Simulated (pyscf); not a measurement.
**Insertion: `[InH]` [singlet] + `[FH]` → `[F][InH2]`**

Gas phase, singlet surface, charge 0. Bonds broken: F3–H4. Bonds formed: In1–F3, In1–H4. Structures and frequencies: ωB97X-D3(BJ)/def2-SVP in PySCF. Correlated levels are frozen-core, on RHF or UHF. ΔMP2 is the change of the MP2 total energy from the triple- to the quadruple-zeta basis.

Transition state (Å):

```xyz
4

In     0.3801     0.5939    -0.8801
H      1.9869     1.1797    -1.1230
F     -0.2322     0.1094     1.1448
H     -1.0222    -0.0031    -0.0353
```

One imaginary mode, 1318i cm⁻¹; descent along it reached the two sides named.

| bond | change | reactant side (Å) | saddle | product side |
|---|---|---|---|---|
| F3–H4 | breaks | 0.928 | 1.425 | 3.0 |
| In1–F3 | forms | 2.7 | 2.170 | 1.968 |
| In1–H4 | forms | 2.9 | 1.743 | 1.709 |

Electronic energies relative to the separated reactants (kcal/mol):

```json
[
 {"level": "ωB97X-D3(BJ)/def2-TZVP", "barrier": "24.5", "reaction energy": "-22.7", "reverse barrier": "47.2"},
 {"level": "PBE/def2-TZVP", "barrier": "16.9", "reaction energy": "-17.2", "reverse barrier": "34.1"},
 {"level": "r²SCAN/def2-TZVP", "barrier": "17.6", "reaction energy": "-21.8", "reverse barrier": "39.4"},
 {"level": "B3LYP-D3(BJ)/def2-TZVP", "barrier": "24.8", "reaction energy": "-15.3", "reverse barrier": "40.2"},
 {"level": "PBE0-D3(BJ)/def2-TZVP", "barrier": "23.5", "reaction energy": "-17.8", "reverse barrier": "41.3"},
 {"level": "M06-2X/def2-TZVP", "barrier": "27.7", "reaction energy": "-18.7", "reverse barrier": "46.4"},
 {"level": "ωB97M-D3(BJ)/def2-TZVP", "barrier": "26.7", "reaction energy": "-18.4", "reverse barrier": "45.1"},
 {"level": "HF/def2-TZVP", "barrier": "46.2", "reaction energy": "-15.2", "reverse barrier": "61.4"},
 {"level": "MP2/def2-QZVPP", "barrier": "27.5", "reaction energy": "-15.7", "reverse barrier": "43.2"},
 {"level": "CCSD/def2-TZVPP", "barrier": "33.4", "reaction energy": "-14.3", "reverse barrier": "47.7"},
 {"level": "CCSD(T)/def2-TZVPP", "barrier": "29.4", "reaction energy": "-15.3", "reverse barrier": "44.7"},
 {"level": "CCSD(T)/def2-TZVPP + ΔMP2(QZVPP)", "barrier": "28.1", "reaction energy": "-16.0", "reverse barrier": "44.0"}
]
```

With CCSD(T)/def2-TZVPP + ΔMP2(QZVPP) energies and thermal terms (ideal gas, 1 atm, RRHO with modes under 100 cm⁻¹ raised to 100, one conformer, R ln 2 for rigid chiral ones), in kcal/mol:

```tsv
T (K)	ΔH‡	ΔG‡	ΔH	ΔG
298	26.0	34.0	-16.8	-8.4
600	25.6	42.3	-16.8	+0.1
900	25.6	50.7	-16.3	+8.4
1200	25.8	59.0	-15.6	+16.5
```

One saddle was located; it need not be the lowest between these sides. The CCSD(T) − MP2 part came from Ansatz, without density fitting, on the same reference. The frozen core leaves the outer d or s,p core shells of the metals and heavy elements correlated in the MP2 and CC values, and def2-TZVPP describes them poorly, which can shift differences by a few kcal/mol. Elements past Kr carry the def2 core potentials, without spin-orbit coupling.
